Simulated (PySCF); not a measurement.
# Stretching AlP

Set-up: PySCF, no relativity, basis sets Al 6-31G(d,p), P 6-31G(d,p). Energies in eV from Al + P in their ground configurations at the same level. State: ³Σ⁻ (triplet), unpaired electrons π ↑↑.

All columns are PBE0. A positive dipole means Al(−)P(+).

| R (Å) | E (eV) | μ (D) | Mulliken charge on Al (basis-dependent) | HOMO (eV) | LUMO (eV) | Mayer bond order | ⟨S²⟩ |
| --- | --- | --- | --- | --- | --- | --- | --- |
| 2.103 | -1.540 | 0.41 | 0.04 | -5.42 | -4.14 | 1.11 | 2.01 |
| 2.200 | -1.896 | -0.03 | 0.10 | -5.48 | -3.91 | 1.08 | 2.01 |
| 2.298 | -2.089 | -0.47 | 0.16 | -5.52 | -3.69 | 1.06 | 2.01 |
| 2.372 | -2.156 | -0.81 | 0.19 | -5.53 | -3.54 | 1.04 | 2.01 |
| 2.445 | -2.174 | -1.15 | 0.23 | -5.53 | -3.40 | 1.02 | 2.01 |
| 2.518 | -2.152 | -1.48 | 0.25 | -5.51 | -3.27 | 1.00 | 2.01 |
| 2.616 | -2.080 | -1.92 | 0.28 | -5.47 | -3.12 | 0.98 | 2.01 |
| 2.738 | -1.943 | -2.43 | 0.31 | -5.40 | -2.96 | 0.96 | 2.01 |
| 2.885 | -1.737 | -3.00 | 0.32 | -5.29 | -2.82 | 0.94 | 2.02 |
| 3.081 | -1.437 | -3.63 | 0.33 | -5.11 | -2.70 | 0.91 | 2.03 |

A fit through these points gives, at Re = 2.438 Å, μ = -1.12 D and dμ/dR = -4.58 D/Å; the reduced mass is 14.42 u.

Problem. How strong is the fundamental in the double-harmonic approximation, I = 42.26·(dμ/dR)²/μred km/mol?

Solution. I = 42.26·(-4.58)²/14.42 = 61.5 km/mol at PBE0.

The state is the lowest determinant that a PBE0 search found; another state may lie lower at other levels.
